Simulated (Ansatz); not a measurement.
C₆H₁₀, SMILES `C1=CCCCC1`. Charge 0, multiplicity 1. All single points use the PBE0-D4/def2-TZVP geometry.

```xyz
16

C    -0.619    0.592    1.284
C    -1.458    0.432    0.265
C    -1.042   -0.105   -1.069
C     0.472   -0.125   -1.228
C     1.139   -0.669    0.026
C     0.827    0.211    1.229
H    -0.988    1.014    2.215
H    -2.502    0.707    0.388
H    -1.500    0.494   -1.864
H    -1.450   -1.117   -1.196
H     0.753   -0.715   -2.104
H     0.828    0.896   -1.407
H     2.221   -0.751   -0.114
H     0.768   -1.683    0.217
H     1.443    1.120    1.202
H     1.106   -0.301    2.157
```

Task: What is the dipole moment at PBE/def2-TZVPP? (Estimate.)

Result: Computed: 0.37 D, with components (0.27, -0.13, -0.20) D in this frame, pointing from negative to positive charge.

Task: And with r2SCAN, B3LYP, ωB97M-V? (An estimate is asked.)

Result: Ansatz gave: r2SCAN 0.38 D, B3LYP 0.34 D, ωB97M-V 0.34 D.

Task: Give the Mulliken charges with PBE, B3LYP, ωB97M-V in def2-TZVPP. (Best estimate.)

Result: Ansatz gave: 
```json
{"atom": "C1", "PBE": "-0.16", "B3LYP": "-0.16", "ωB97M-V": "-0.15"}
{"atom": "C2", "PBE": "-0.16", "B3LYP": "-0.16", "ωB97M-V": "-0.15"}
{"atom": "C3", "PBE": "-0.05", "B3LYP": "-0.06", "ωB97M-V": "-0.13"}
{"atom": "C4", "PBE": "-0.11", "B3LYP": "-0.11", "ωB97M-V": "-0.20"}
{"atom": "C5", "PBE": "-0.11", "B3LYP": "-0.11", "ωB97M-V": "-0.20"}
{"atom": "C6", "PBE": "-0.05", "B3LYP": "-0.06", "ωB97M-V": "-0.13"}
{"atom": "H7", "PBE": "0.08", "B3LYP": "0.10", "ωB97M-V": "0.11"}
{"atom": "H8", "PBE": "0.08", "B3LYP": "0.10", "ωB97M-V": "0.11"}
{"atom": "H9", "PBE": "0.06", "B3LYP": "0.06", "ωB97M-V": "0.09"}
{"atom": "H10", "PBE": "0.06", "B3LYP": "0.06", "ωB97M-V": "0.09"}
{"atom": "H11", "PBE": "0.06", "B3LYP": "0.06", "ωB97M-V": "0.10"}
{"atom": "H12", "PBE": "0.06", "B3LYP": "0.06", "ωB97M-V": "0.10"}
{"atom": "H13", "PBE": "0.06", "B3LYP": "0.06", "ωB97M-V": "0.10"}
{"atom": "H14", "PBE": "0.06", "B3LYP": "0.06", "ωB97M-V": "0.10"}
{"atom": "H15", "PBE": "0.06", "B3LYP": "0.06", "ωB97M-V": "0.09"}
{"atom": "H16", "PBE": "0.06", "B3LYP": "0.06", "ωB97M-V": "0.09"}
```

B3LYP here is the variant with VWN-RPA as its local correlation; programs differ in this.
